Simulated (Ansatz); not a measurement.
The input, for Ansatz 0.2.0:

```yaml
crystal:
  periodic: [false, false, false]
  atoms:
    - {symbol: Si, position_ang: [0.000000, 0.000000, 1.658754]}
    - {symbol: B, position_ang: [0.000000, 0.000000, -0.236394]}
    - {symbol: H, position_ang: [0.000000, 0.000000, -1.422360]}
basis:
  gaussian: {orbitals: 6-31G}
magnetization: {spin_polarized: true, initial_magnetization: 0}
correlation: {method: ccsdtq, electrons: outside_noble_gas}
```

```sh
$ ansatz run in.yaml --threads 1 --pin off --events-out ev --progress --plain --max-ram 2393MiB
```

The program prints:

```
487 factors; integrals over basis functions are off by at most 1.5e-7 eV
mean field evaluation 1: about -8543.7944 eV, gradient 6.1e0 eV
mean field evaluation 2: about -8543.7953 eV, gradient 6.1e0 eV
mean field evaluation 4: about -8544.2782 eV, gradient 7.6e-1 eV
mean field evaluation 8: about -8544.2877 eV, gradient 6.3e-3 eV
mean field evaluation 16: about -8544.3489 eV, gradient 4.3e-1 eV
mean field evaluation 32: about -8544.8141 eV, gradient 8.9e-1 eV
mean field evaluation 64: about -8545.0193 eV, gradient 3.1e-2 eV
mean field evaluation 96: about -8544.2865 eV, gradient 5.8e-3 eV
mean field evaluation 128: about -8545.0196 eV, gradient 8.4e-3 eV
mean field evaluation 160: about -8543.3558 eV, gradient 8.5e-1 eV
...
mean field -8545.01961825 eV, -314.0236789483 hartree, gradient 9.6e-7 eV, S^2 1.000002; 27 other end points of the search recorded, 0 dependent functions left out
determinant -8545.01961825 eV, -314.0236789483 hartree, with singles and doubles -8547.82250598 eV, -314.1266831725 hartree
determinant -8544.37584987 eV, -314.0000208966 hartree, with singles and doubles -8547.36814747 eV, -314.1099858053 hartree
determinant -8544.33418081 eV, -313.9984895870 hartree, with singles and doubles -8547.32062230 eV, -314.1082392877 hartree
determinant -8543.26769076 eV, -313.9592968007 hartree, with singles and doubles -8546.40806535 eV, -314.0747034382 hartree
determinant -8543.12787640 eV, -313.9541587178 hartree, with singles and doubles -8546.42835768 eV, -314.0754491675 hartree
determinant -8543.04955821 eV, -313.9512805773 hartree, with singles and doubles -8546.41628406 eV, -314.0750054701 hartree
determinant -8545.01961825 eV, -314.0236789483 hartree, with singles and doubles -8547.85168373 eV, -314.1277554350 hartree
determinant -8544.37584987 eV, -314.0000208966 hartree, with singles and doubles -8547.37122996 eV, -314.1100990849 hartree
determinant -8544.33418081 eV, -313.9984895870 hartree, with singles and doubles -8547.37088119 eV, -314.1100862677 hartree
determinant -8544.28774514 eV, -313.9967831076 hartree, with singles and doubles -8547.37275571 eV, -314.1101551551 hartree
6 core orbitals not correlated: weight in the atoms' cores, before any rotation towards them, 1.000 or more for the frozen orbitals, at most 0.000 for the correlated occupied ones
reference -8545.01961825 eV, -314.0236789483 hartree; 4, 4 occupied and 14, 14 virtual orbitals, 487 factors
second order -2.11700768 eV of doubles, -0.00000000 eV of singles
...
cycle  13  -3.18209830 eV  change    1.2e-3 eV  update   4.0e-4
cycle  14  -3.18508843 eV  change   -3.0e-3 eV  update   4.8e-4
cycle  15  -3.18499143 eV  change    9.7e-5 eV  update   1.3e-4
cycle  16  -3.18606627 eV  change   -1.1e-3 eV  update   1.3e-4
cycle  17  -3.18592268 eV  change    1.4e-4 eV  update   2.0e-5
cycle  18  -3.18593020 eV  change   -7.5e-6 eV  update   8.6e-6
cycle  19  -3.18595205 eV  change   -2.2e-5 eV  update   4.3e-6
cycle  20  -3.18595192 eV  change    1.3e-7 eV  update   1.9e-6
cycle  21  -3.18595370 eV  change   -1.8e-6 eV  update   8.6e-7
cycle  22  -3.18595382 eV  change   -1.3e-7 eV  update   4.4e-7
WARN: the results are in doubt because among natural orbitals full CI differs from the method by +0.588 eV
Total energy: -8548.20557207 eV, -314.1407605918 hartree
In doubt: among natural orbitals full CI differs from the method by +0.588 eV
```

The determinant's ⟨S²⟩ is 1.00 against 0.00 for a pure state.

Ran on 1 thread of Arm Neoverse V2, shared host: 23 s wall, 0.24 GiB peak host memory.
